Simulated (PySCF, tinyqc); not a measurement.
RHF in the sto-3g basis, for CH2, spin multiplicity 1, step by step. The lowest restricted solution is unstable here: a spin-polarised one lies 0.0219 hartree lower (PySCF). Computed by tinyqc, a small Python program that keeps every step (integrals from PySCF). Settings: charge = 0, multiplicity = 1, basis = sto-3g, energy threshold = 1e-08, iteration cap = 58, orthogonalisation = symmetric, start = core, DIIS depth = 4, DIIS from iteration = 3, method = RHF. Command: `OMP_NUM_THREADS=1 python tinyqc.py 31340 31341 out.jsonl` (the two numbers bound the seeds that draw the settings). One thread of a shared host (Intel(R) Xeon(R) Processor @ 2.60GHz), about 0.06 s of CPU time with the checks. Later iterations appear only in the table of the cycle.

## One-electron integrals

Geometry (angstrom):
```
atom,x,y,z
C,0.000000,0.000000,0.000000
H,0.000000,1.216000,0.760000
H,0.000000,-1.289000,0.806000
```

Basis sto-3g: exponents (1/bohr^2) and contraction coefficients of normalised primitives:
```
element,l (shell),exponent,coefficient
C,s (1),71.616837,0.154329
C,s (1),13.045096,0.535328
C,s (1),3.530512,0.444635
C,s (2),2.941249,-0.099967
C,s (2),0.683483,0.399513
C,s (2),0.222290,0.700115
C,p (3),2.941249,0.155916
C,p (3),0.683483,0.607684
C,p (3),0.222290,0.391957
H,s (1),3.425251,0.154329
H,s (1),0.623914,0.535328
H,s (1),0.168855,0.444635
```

Overlap, kinetic and nuclear-attraction integrals over the contracted functions; the nuclear repulsion is the sum of Za Zb / Rab.

nuclear repulsion = 4.51391250 hartree

overlap S, lower triangle:
```
,1C 1s,1C 2s,1C 2px,1C 2py,1C 2pz,2H 1s,3H 1s
1C 1s,1.000000
1C 2s,0.248362,1.000000
1C 2px,0.000000,0.000000,1.000000
1C 2py,0.000000,0.000000,0.000000,1.000000
1C 2pz,0.000000,0.000000,0.000000,0.000000,1.000000
2H 1s,0.028356,0.314165,0.000000,0.286029,0.178768,1.000000
3H 1s,0.023434,0.277466,0.000000,-0.258791,0.161820,0.049017,1.000000
```

kinetic energy T (hartree), lower triangle:
```
,1C 1s,1C 2s,1C 2px,1C 2py,1C 2pz,2H 1s,3H 1s
1C 1s,15.891122
1C 2s,-0.085890,0.472250
1C 2px,0.000000,0.000000,1.477728
1C 2py,0.000000,0.000000,0.000000,1.477728
1C 2pz,0.000000,0.000000,0.000000,0.000000,1.477728
2H 1s,-0.008637,0.026738,0.000000,0.085034,0.053146,0.760032
3H 1s,-0.006943,0.015106,0.000000,-0.064099,0.040080,-0.010630,0.760032
```

nuclear attraction V (hartree), lower triangle:
```
,1C 1s,1C 2s,1C 2px,1C 2py,1C 2pz,2H 1s,3H 1s
1C 1s,-34.369858
1C 2s,-4.370334,-5.903751
1C 2px,0.000000,0.000000,-5.818609
1C 2py,-0.000916,-0.009464,0.000000,-5.911444
1C 2pz,-0.009802,-0.111246,0.000000,-0.004291,-5.854888
2H 1s,-0.505791,-1.441373,0.000000,-1.195103,-0.763488,-3.640134
3H 1s,-0.418168,-1.241881,0.000000,1.048471,-0.670937,-0.195465,-3.518590
```

core Hamiltonian H = T + V (hartree), lower triangle:
```
,1C 1s,1C 2s,1C 2px,1C 2py,1C 2pz,2H 1s,3H 1s
1C 1s,-18.478736
1C 2s,-4.456224,-5.431501
1C 2px,0.000000,0.000000,-4.340881
1C 2py,-0.000916,-0.009464,0.000000,-4.433716
1C 2pz,-0.009802,-0.111246,0.000000,-0.004291,-4.377160
2H 1s,-0.514428,-1.414635,0.000000,-1.110069,-0.710342,-2.880102
3H 1s,-0.425111,-1.226774,0.000000,0.984373,-0.630857,-0.206095,-2.758558
```

## Two-electron integrals

Functions are numbered as in S; the eight-fold symmetry (ij|kl) = (ji|kl) = (kl|ij) leaves the list below.

Two-electron integrals (ij|kl) in chemists' order, unique and non-zero (hartree):
```
i,j,k,l,(ij|kl)
1,1,1,1,3.541948
2,1,1,1,0.576921
2,1,2,1,0.111888
2,2,1,1,0.854682
2,2,2,1,0.205284
2,2,2,2,0.624709
3,1,3,1,0.020296
3,2,3,1,0.030858
3,2,3,2,0.137996
3,3,1,1,0.852436
3,3,2,1,0.205335
3,3,2,2,0.624568
3,3,3,3,0.672833
4,1,4,1,0.020296
4,2,4,1,0.030858
4,2,4,2,0.137996
4,3,4,3,0.036269
4,4,1,1,0.852436
4,4,2,1,0.205335
4,4,2,2,0.624568
4,4,3,3,0.600295
4,4,4,4,0.672833
5,1,5,1,0.020296
5,2,5,1,0.030858
5,2,5,2,0.137996
5,3,5,3,0.036269
5,4,5,4,0.036269
5,5,1,1,0.852436
5,5,2,1,0.205335
5,5,2,2,0.624568
5,5,3,3,0.600295
5,5,4,4,0.600295
5,5,5,5,0.672833
6,1,1,1,0.066090
6,1,2,1,0.012750
6,1,2,2,0.023389
6,1,3,3,0.023317
6,1,4,1,0.000623
6,1,4,2,0.001179
6,1,4,4,0.023477
6,1,5,1,0.000390
6,1,5,2,0.000737
6,1,5,4,0.000100
6,1,5,5,0.023380
6,1,6,1,0.001482
6,2,1,1,0.188818
6,2,2,1,0.046108
6,2,2,2,0.158543
6,2,3,3,0.154515
6,2,4,1,0.003669
6,2,4,2,0.027443
6,2,4,4,0.163089
6,2,5,1,0.002293
6,2,5,2,0.017152
6,2,5,4,0.005359
6,2,5,5,0.157864
6,2,6,1,0.005481
6,2,6,2,0.057348
6,3,3,1,0.004269
6,3,3,2,0.023729
6,3,4,3,0.005086
6,3,5,3,0.003179
6,3,6,3,0.006277
6,4,1,1,0.147733
6,4,2,1,0.036495
6,4,2,2,0.133054
6,4,3,3,0.126584
6,4,4,1,0.006719
6,4,4,2,0.044515
6,4,4,4,0.143287
6,4,5,1,0.001531
6,4,5,2,0.012991
6,4,5,4,0.007261
6,4,5,5,0.129136
6,4,6,1,0.004497
6,4,6,2,0.056966
6,4,6,4,0.061834
6,5,1,1,0.092333
6,5,2,1,0.022810
6,5,2,2,0.083159
6,5,3,3,0.079115
6,5,4,1,0.001531
6,5,4,2,0.012991
6,5,4,4,0.083197
6,5,5,1,0.005226
6,5,5,2,0.031848
6,5,5,4,0.007637
6,5,5,5,0.087067
6,5,6,1,0.002810
6,5,6,2,0.035604
6,5,6,4,0.034723
6,5,6,5,0.027979
6,6,1,1,0.366904
6,6,2,1,0.091026
6,6,2,2,0.357852
6,6,3,3,0.340579
6,6,4,1,0.007916
6,6,4,2,0.082325
6,6,4,4,0.377474
6,6,5,1,0.004948
6,6,5,2,0.051453
6,6,5,4,0.023059
6,6,5,5,0.354991
6,6,6,1,0.010894
6,6,6,2,0.175408
6,6,6,4,0.191247
6,6,6,5,0.119529
6,6,6,6,0.774606
7,1,1,1,0.054641
7,1,2,1,0.010539
7,1,2,2,0.019329
7,1,3,3,0.019273
7,1,4,1,-0.000509
7,1,4,2,-0.000964
7,1,4,4,0.019399
7,1,5,1,0.000319
7,1,5,2,0.000603
7,1,5,4,-0.000078
7,1,5,5,0.019322
7,1,6,1,0.001191
7,1,6,2,0.004269
7,1,6,4,0.003255
7,1,6,5,0.002197
7,1,6,6,0.008417
7,1,7,1,0.001012
7,2,1,1,0.162420
7,2,2,1,0.039688
7,2,2,2,0.137324
7,2,3,3,0.133821
7,2,4,1,-0.003141
7,2,4,2,-0.023934
7,2,4,4,0.141274
7,2,5,1,0.001964
7,2,5,2,0.014966
7,2,5,4,-0.004660
7,2,5,5,0.136735
7,2,6,1,0.004446
7,2,6,2,0.033261
7,2,6,4,0.024458
7,2,6,5,0.020185
7,2,6,6,0.077016
7,2,7,1,0.003896
7,2,7,2,0.044085
7,3,3,1,0.003590
7,3,3,2,0.020194
7,3,4,3,-0.004385
7,3,5,3,0.002742
7,3,6,3,0.003279
7,3,7,3,0.004686
7,4,1,1,-0.129701
7,4,2,1,-0.032053
7,4,2,2,-0.117563
7,4,3,3,-0.111941
7,4,4,1,0.005698
7,4,4,2,0.038476
7,4,4,4,-0.126432
7,4,5,1,-0.001318
7,4,5,2,-0.011432
7,4,5,4,0.006320
7,4,5,5,-0.114178
7,4,6,1,-0.003464
7,4,6,2,-0.025150
7,4,6,4,-0.016002
7,4,6,5,-0.015018
7,4,6,6,-0.056841
7,4,7,1,-0.003253
7,4,7,2,-0.044615
7,4,7,4,0.049015
7,5,1,1,0.081101
7,5,2,1,0.020042
7,5,2,2,0.073511
7,5,3,3,0.069995
7,5,4,1,-0.001318
7,5,4,2,-0.011432
7,5,4,4,0.073573
7,5,5,1,0.004414
7,5,5,2,0.027342
7,5,5,4,-0.006622
7,5,5,5,0.076878
7,5,6,1,0.002333
7,5,6,2,0.020495
7,5,6,4,0.014887
7,5,6,5,0.015454
7,5,6,6,0.049815
7,5,7,1,0.002034
7,5,7,2,0.027897
7,5,7,4,-0.027718
7,5,7,5,0.022018
7,6,1,1,0.024901
7,6,2,1,0.006114
7,6,2,2,0.022082
7,6,3,3,0.021465
7,6,4,1,-0.000009
7,6,4,2,-0.000105
7,6,4,4,0.022041
7,6,5,1,0.000502
7,6,5,2,0.004152
7,6,5,4,-0.000024
7,6,5,5,0.022715
7,6,6,1,0.000711
7,6,6,2,0.007059
7,6,6,4,0.006119
7,6,6,5,0.004843
7,6,6,6,0.020115
7,6,7,1,0.000588
7,6,7,2,0.006285
7,6,7,4,-0.005616
7,6,7,5,0.004379
7,6,7,6,0.001157
7,7,1,1,0.346693
7,7,2,1,0.086038
7,7,2,2,0.340228
7,7,3,3,0.324561
7,7,4,1,-0.007128
7,7,4,2,-0.075931
7,7,4,4,0.358012
7,7,5,1,0.004457
7,7,5,2,0.047479
7,7,5,4,-0.020916
7,7,5,5,0.337640
7,7,6,1,0.009634
7,7,6,2,0.084850
7,7,6,4,0.061217
7,7,6,5,0.053864
7,7,6,6,0.211114
7,7,7,1,0.008486
7,7,7,2,0.150843
7,7,7,4,-0.167451
7,7,7,5,0.104706
7,7,7,6,0.020115
7,7,7,7,0.774606
```

## Orthogonalisation

S = U s U^T; symmetric (Loewdin) form X = U s^(-1/2) U^T, so that X^T S X = 1.

eigenvalues of S: 0.496450  0.594791  0.877390  1.000000  1.103394  1.358961  1.569015

X, lower triangle:
```
,1C 1s,1C 2s,1C 2px,1C 2py,1C 2pz,2H 1s,3H 1s
1C 1s,1.025667
1C 2s,-0.139370,1.105151
1C 2px,0.000000,0.000000,1.000000
1C 2py,-0.000999,0.009492,0.000000,1.065965
1C 2pz,-0.005651,0.045216,0.000000,0.004827,1.025272
2H 1s,0.019191,-0.185210,0.000000,-0.167704,-0.102886,1.095724
3H 1s,0.017147,-0.157990,0.000000,0.147211,-0.089917,-0.009740,1.073859
```

## Starting guess

The start is the orbitals of the core Hamiltonian; D = 2 C_occ C_occ^T.

D at the start, lower triangle:
```
,1C 1s,1C 2s,1C 2px,1C 2py,1C 2pz,2H 1s,3H 1s
1C 1s,2.124140
1C 2s,-0.508317,2.076310
1C 2px,0.000000,0.000000,2.000000
1C 2py,-0.003514,0.020382,0.000000,2.205606
1C 2pz,-0.192515,0.822515,0.000000,0.023357,0.325978
2H 1s,0.061499,-0.241082,0.000000,-0.242269,-0.097154,0.054092
3H 1s,0.055017,-0.215113,0.000000,0.217887,-0.083681,0.001048,0.044235
```

## Iteration 1: building the Fock matrix

J_ij = sum D_kl (ij|kl), K_ij = sum D_kl (ik|jl); F = H + J - 0.5 K; E = tr D H + tr D J / 2 - 0.25 tr D K + E_nn.

Coulomb J (hartree), lower triangle:
```
,1C 1s,1C 2s,1C 2px,1C 2py,1C 2pz,2H 1s,3H 1s
1C 1s,12.303387
1C 2s,2.401165,5.493909
1C 2px,0.000000,0.000000,5.532640
1C 2py,-0.000019,-0.001807,0.000000,5.527924
1C 2pz,0.038475,0.183427,0.000000,0.000301,5.404808
2H 1s,0.275284,1.355792,0.000000,1.116967,0.719174,2.933216
3H 1s,0.227538,1.173223,0.000000,-0.986736,0.634346,0.187043,2.787974
```

exchange K (hartree), lower triangle:
```
,1C 1s,1C 2s,1C 2px,1C 2py,1C 2pz,2H 1s,3H 1s
1C 1s,7.264300
1C 2s,1.290567,1.801470
1C 2px,0.000000,0.000000,1.711641
1C 2py,-0.000063,-0.003469,0.000000,1.708552
1C 2pz,0.021104,0.504378,0.000000,0.006532,0.610284
2H 1s,0.157822,0.424116,0.000000,0.278550,0.169649,0.177868
3H 1s,0.130871,0.365050,0.000000,-0.243483,0.144808,0.053703,0.135222
```

Fock matrix F (hartree), lower triangle:
```
,1C 1s,1C 2s,1C 2px,1C 2py,1C 2pz,2H 1s,3H 1s
1C 1s,-9.807499
1C 2s,-2.700342,-0.838327
1C 2px,0.000000,0.000000,0.335939
1C 2py,-0.000903,-0.009536,0.000000,0.239932
1C 2pz,0.018121,-0.180008,0.000000,-0.007256,0.722506
2H 1s,-0.318056,-0.270902,0.000000,-0.132377,-0.075992,-0.035820
3H 1s,-0.263008,-0.236076,0.000000,0.119378,-0.068915,-0.045904,-0.038196
```

total energy of this density = -36.69920055 hartree

## Iteration 1: diagonalisation and new density

Diagonalise F' = X^T F X, C = X C', fill 4 alpha and 4 beta electrons from the bottom; D = 2 C_occ C_occ^T. Each column has its largest component positive (the first on a tie).

F' = X^T F X (hartree), lower triangle:
```
,1,2,3,4,5,6,7
1,-9.581373
2,-1.496961,-0.236649
3,0.000000,0.000000,0.335939
4,-0.002228,0.003428,0.000000,0.357755
5,0.023534,-0.115943,0.000000,0.001168,0.772901
6,-0.011691,-0.193946,0.000000,-0.207742,-0.134983,0.113285
7,-0.002052,-0.164006,0.000000,0.182448,-0.118130,-0.016018,0.075224
```

orbital energies (hartree): MO1 -9.815571, MO2 -0.255912, MO3 -0.068597, MO4 0.281152, MO5 0.335939, MO6 0.538848, MO7 0.821224

coefficients C:
```
,MO1,MO2,MO3,MO4,MO5,MO6,MO7
1C 1s,0.991928,-0.204477,-0.000839,-0.213718,0.000000,-0.023274,0.012718
1C 2s,0.031849,0.666292,0.005451,0.918990,0.000000,0.111781,0.012477
1C 2px,0.000000,0.000000,0.000000,0.000000,1.000000,0.000000,0.000000
1C 2py,0.000396,0.022446,-0.390171,-0.106128,0.000000,1.010069,0.044180
1C 2pz,0.000295,0.147163,0.000048,0.025082,0.000000,-0.031005,1.024063
2H 1s,-0.005091,0.364662,-0.521127,-0.632761,0.000000,-0.626346,-0.277155
3H 1s,-0.004477,0.332776,0.606838,-0.678004,0.000000,0.476363,-0.206531
```

D after iteration 1, lower triangle:
```
,1C 1s,1C 2s,1C 2px,1C 2py,1C 2pz,2H 1s,3H 1s
1C 1s,2.142817
1C 2s,-0.602117,2.579063
1C 2px,0.000000,0.000000,0.000000
1C 2py,0.037624,-0.169378,0.000000,0.328001
1C 2pz,-0.070318,0.242226,0.000000,0.001245,0.044572
2H 1s,0.112108,-0.683065,0.000000,0.557330,0.075535,1.609927
3H 1s,0.143813,-0.796376,0.000000,-0.314695,0.063990,0.468297,1.877403
```

## Iteration 2: building the Fock matrix

As before.

Coulomb J (hartree), lower triangle:
```
,1C 1s,1C 2s,1C 2px,1C 2py,1C 2pz,2H 1s,3H 1s
1C 1s,10.466286
1C 2s,1.967790,4.483382
1C 2px,0.000000,0.000000,4.410544
1C 2py,-0.005623,-0.028020,0.000000,4.562376
1C 2pz,0.026707,0.221431,0.000000,0.002446,4.459850
2H 1s,0.225591,1.224248,0.000000,1.059913,0.699381,3.314338
3H 1s,0.186824,1.083172,0.000000,-0.968970,0.631922,0.176718,3.353307
```

exchange K (hartree), lower triangle:
```
,1C 1s,1C 2s,1C 2px,1C 2py,1C 2pz,2H 1s,3H 1s
1C 1s,7.193973
1C 2s,1.172793,1.497964
1C 2px,0.000000,0.000000,0.344390
1C 2py,0.001295,-0.050658,0.000000,0.883366
1C 2pz,0.000915,0.203968,0.000000,0.032894,0.456030
2H 1s,0.140380,0.503617,0.000000,0.532746,0.297905,1.411835
3H 1s,0.115949,0.435749,0.000000,-0.462275,0.272882,0.092303,1.498137
```

Fock matrix F (hartree), lower triangle:
```
,1C 1s,1C 2s,1C 2px,1C 2py,1C 2pz,2H 1s,3H 1s
1C 1s,-11.609437
1C 2s,-3.074830,-1.697101
1C 2px,0.000000,0.000000,-0.102532
1C 2py,-0.007186,-0.012155,0.000000,-0.313023
1C 2pz,0.016447,0.008201,0.000000,-0.018292,-0.145325
2H 1s,-0.359027,-0.442196,0.000000,-0.316529,-0.159913,-0.271682
3H 1s,-0.296261,-0.361477,0.000000,0.246540,-0.135376,-0.075529,-0.154320
```

total energy of this density = -37.65111446 hartree

## Iteration 2: diagonalisation and new density

As before.

F' = X^T F X (hartree), lower triangle:
```
,1,2,3,4,5,6,7
1,-11.387688
2,-1.539928,-1.087970
3,0.000000,0.000000,-0.102532
4,-0.009406,0.010371,0.000000,-0.172491
5,-0.001004,0.071500,0.000000,-0.005684,-0.095044
6,-0.016710,-0.216094,0.000000,-0.296315,-0.152426,-0.060551
7,-0.008874,-0.169782,0.000000,0.236191,-0.133695,-0.043687,0.002942
```

orbital energies (hartree): MO1 -11.613304, MO2 -0.946739, MO3 -0.474244, MO4 -0.255756, MO5 -0.102532, MO6 0.178079, MO7 0.311163

coefficients C:
```
,MO1,MO2,MO3,MO4,MO5,MO6,MO7
1C 1s,0.994767,-0.267339,0.027392,0.053923,0.000000,0.084618,-0.016186
1C 2s,0.020986,0.990617,-0.132248,-0.281035,0.000000,-0.464556,0.090207
1C 2px,0.000000,0.000000,0.000000,0.000000,1.000000,0.000000,0.000000
1C 2py,0.000886,0.021772,0.689282,-0.134509,0.000000,0.031168,0.831590
1C 2pz,-0.000465,-0.005892,0.097449,0.715022,0.000000,-0.738061,0.080192
2H 1s,-0.003364,0.083915,0.443184,0.326852,0.000000,0.596879,-0.779439
3H 1s,-0.002717,0.034207,-0.247081,0.454084,0.000000,0.738484,0.628093
```

D after iteration 2, lower triangle:
```
,1C 1s,1C 2s,1C 2px,1C 2py,1C 2pz,2H 1s,3H 1s
1C 1s,2.129379
1C 2s,-0.525463,2.156466
1C 2px,0.000000,0.000000,0.000000
1C 2py,0.013376,-0.063535,0.000000,0.987356
1C 2pz,0.084676,-0.439360,0.000000,-0.058271,1.041577
2H 1s,0.007968,-0.134819,0.000000,0.526677,0.552803,0.620595
3H 1s,0.011740,-0.122216,0.000000,-0.461289,0.600805,0.083591,0.536838
```

## Iteration 9 (converged): orbitals

converged F (hartree), lower triangle:
```
,1C 1s,1C 2s,1C 2px,1C 2py,1C 2pz,2H 1s,3H 1s
1C 1s,-11.025871
1C 2s,-2.955938,-1.407901
1C 2px,0.000000,0.000000,0.225840
1C 2py,-0.000974,-0.008224,0.000000,-0.088902
1C 2pz,-0.021890,-0.016804,0.000000,-0.011012,-0.143362
2H 1s,-0.346746,-0.435329,0.000000,-0.298130,-0.217140,-0.274821
3H 1s,-0.286837,-0.382974,0.000000,0.275762,-0.203777,-0.061622,-0.236489
```

As before.

F' = X^T F X (hartree), lower triangle:
```
,1,2,3,4,5,6,7
1,-10.800872
2,-1.536796,-0.755778
3,0.000000,0.000000,0.225840
4,-0.002848,0.008099,0.000000,0.082290
5,-0.041983,0.085623,0.000000,-0.000888,-0.069891
6,-0.004616,-0.268934,0.000000,-0.313737,-0.217325,-0.045608
7,0.005241,-0.236089,0.000000,0.287801,-0.202331,-0.010462,-0.051467
```

orbital energies (hartree): MO1 -11.031071, MO2 -0.723357, MO3 -0.407161, MO4 -0.283961, MO5 0.225840, MO6 0.347443, MO7 0.456781

coefficients C:
```
,MO1,MO2,MO3,MO4,MO5,MO6,MO7
1C 1s,0.993821,-0.238096,0.017449,0.111434,0.000000,0.118678,-0.030579
1C 2s,0.024726,0.834078,-0.076524,-0.492863,0.000000,-0.576057,0.158976
1C 2px,0.000000,0.000000,0.000000,0.000000,1.000000,0.000000,0.000000
1C 2py,0.000352,0.018633,0.530051,-0.024610,0.000000,0.185110,0.932748
1C 2pz,0.003270,0.083402,0.037554,0.740175,0.000000,-0.701987,0.151432
2H 1s,-0.004290,0.245830,0.486156,0.307351,0.000000,0.535582,-0.771994
3H 1s,-0.003730,0.204943,-0.472869,0.374112,0.000000,0.769308,0.459198
```

D after iteration 9, lower triangle:
```
,1C 1s,1C 2s,1C 2px,1C 2py,1C 2pz,2H 1s,3H 1s
1C 1s,2.114184
1C 2s,-0.460549,1.890135
1C 2px,0.000000,0.000000,0.000000
1C 2py,0.004839,-0.025764,0.000000,0.563815
1C 2pz,0.133056,-0.596067,0.000000,0.006489,1.112472
2H 1s,-0.040125,0.032501,0.000000,0.509406,0.532479,0.782526
3H 1s,-0.038130,0.045293,0.000000,-0.512069,0.552462,-0.129015,0.811162
```

## Convergence

Stop when the energy changes by less than 1e-08 hartree and every element of the error matrix X^T (F D S - S D F) X is below 3e-05.

Course of the cycle:
```
iteration,E (hartree),change,largest element of the error matrix
1,-36.69920055,-,4.34e-01
2,-37.65111446,-9.52e-01,3.58e-01
3,-38.16324724,-5.12e-01,2.26e-01
4,-38.23643932,-7.32e-02,5.68e-02
5,-38.24357011,-7.13e-03,2.08e-02
6,-38.24570063,-2.13e-03,2.81e-03
7,-38.24571594,-1.53e-05,4.21e-04
8,-38.24571618,-2.41e-07,3.51e-05
9,-38.24571618,-3.84e-09,1.11e-05
```

PySCF RHF in the same basis = -38.24571618 hartree

Converged in 9 iterations.

## Populations, bond orders and dipole

Mulliken: Z minus the diagonal of D S on the atom; Loewdin: the same with S^(1/2) D S^(1/2); Mayer order: 2 sum_s sum (D(s) S)_ij (D(s) S)_ji over the two atoms.

Charges (e):
```
atom,Mulliken,Loewdin
1C,0.064600,0.081331
2H,-0.026170,-0.035554
3H,-0.038430,-0.045777
```

Mayer bond orders:
```
pair,order
2-1,0.983437
3-1,0.982645
3-2,0.015878
```

dipole moment about the origin, x y z (debye): 0.000000  0.117724  1.085095
